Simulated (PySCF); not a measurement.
Molecule: `[NH3+][AlH2-][F]`, AlFH₅N.

Atom-mapped SMILES (the numbers label the heavy atoms): `[NH3+:1][AlH2-:2][F:3]`; H(Xn) means a hydrogen on atom n.

Geometry PBE0-D3(BJ)/def2-SVP throughout; GIAO in PySCF 2.14.0 with density-fitted response routines, gas phase, one conformer, non-relativistic; equivalent atoms averaged; basis pcSseg-2.

(1) How do the shifts δ (against NH3, AlH4-, CFCl3, TMS at the same level) depend on the functional? (ppm; last column core-seconds on shared hosts with different chips, so compare them loosely)

(2) Which nucleus moves most, in ppm?

Answers

(1) 
```tsv
functional	kind	N1	Al2	F3	H(Al2)	H(N1)	core-s
PBE0	global hybrid	31.0	42.9	-197.4	4.17	1.90	17
mPW1PW91	global hybrid	30.5	41.0	-197.0	4.12	1.91	17
WP04	global hybrid	24.7	20.4	-207.9	3.18	2.08	18
B97-2	global hybrid	29.6	39.0	-199.2	4.01	1.90	18
BHandHLYP	global hybrid	29.0	34.4	-181.0	3.94	2.07	16
CAM-B3LYP	range-separated hybrid	32.7	42.7	-187.9	4.10	1.97	23
wB97X-D	range-separated hybrid	29.3	40.2	-191.0	4.08	1.92	12
LC-wPBE	range-separated hybrid	29.1	41.8	-178.0	4.05	1.96	28
```

(2) F3 (fluorine bonded to Al): from -207.9 ppm with WP04 to -178.0 ppm with LC-wPBE. The smallest spread is 0.18 ppm, at H(N1).
